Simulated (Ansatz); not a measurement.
# BH+ (quartet): the correlation ladder, cc-pVQZ

An exercise on one series of results from a longer session: the logs are not shown, and one member is left open.

Program: Ansatz 0.2.0, Gaussian basis. Level of theory: cc-pVQZ, core rule «outside noble gas», up to 1 orbitals frozen. These are calculated values, not measurements.

To be run: UHF; CCSD(T) on ROHF; CCSD(T) on UHF; BCCD(T) on ROHF; CCSDT on ROHF; CCSDT on UHF; Full CI.

22 further runs of the same task are left out: 4 for a known fault of the program, 3 that didn't finish, 15 set aside as unsound or not needed.

### What is computed

The geometry is a PBE0/def2-TZVP stationary point (not a proven minimum) of the parent state, kept for this charge and spin.

2 atoms, charge 1, spin multiplicity 4.

Atoms are counted from 1 here; the program's logs count them from 0.

Bond lengths: B1–H2 1.194 Å.

Set-up of the first run:

Input file in.yaml:

```yaml
crystal:
  periodic: [false, false, false]
  atoms:
    - {symbol: B, position_ang: [0.000000, 0.000000, 0.000000]}
    - {symbol: H, position_ang: [0.000000, 0.000000, 1.194000]}
basis:
  gaussian: {orbitals: cc-pVQZ}
total_charge: 1
magnetization: {spin_polarized: true, initial_magnetization: 3}
hamiltonian: {xc: hf}
output: {orbitals: {seedname: orbitals}}
```

Started as:

```bash
$ ansatz run in.yaml --threads 1 --pin off --events-out ev --progress --plain --max-ram 2393MiB
```

Among the steps run: UHF; CCSD(T) on ROHF; CCSD(T) on UHF; BCCD(T) on ROHF; CCSDT on ROHF; CCSDT on UHF; Full CI.

One of the session's tables, all rows but one given; the rest of the session is left out.

| method | from FCI (meV) |
| --- | --- |
| ROHF | ? |
| UHF | +379.9 |
| RMP2 | +108.0 |
| UMP2 | +106.8 |
| RCCSD | +2.2 |
| UCCSD | +0.9 |
| RCCSD(T) | +0.4 |
| UCCSD(T) | -0.9 |
| BCCD(T) | +0.4 |
| RCCSDT | -0.2 |
| UCCSDT | -1.4 |
| FCI | 0 |

Estimate the missing values for ROHF.

**Answer.** from FCI (meV): +381.2. In the column «from FCI (meV)» it is the highest.

Among the levels timed on like hardware and quicker than the yardstick, those that no quicker one beats, quickest first: BCCD(T) (3.1 s, +0.4 meV).

To keep in mind: The yardstick is full CI for this spin, exact in this basis with these frozen cores. Levels on UHF freeze UHF's core orbitals, full CI those of ROHF, so the U rows can settle a little off it for that reason alone. Restricted and unrestricted rows rest on different reference determinants; where their highest levels disagree by more than a few hundredths of an eV, they describe different states and don't form one ladder.
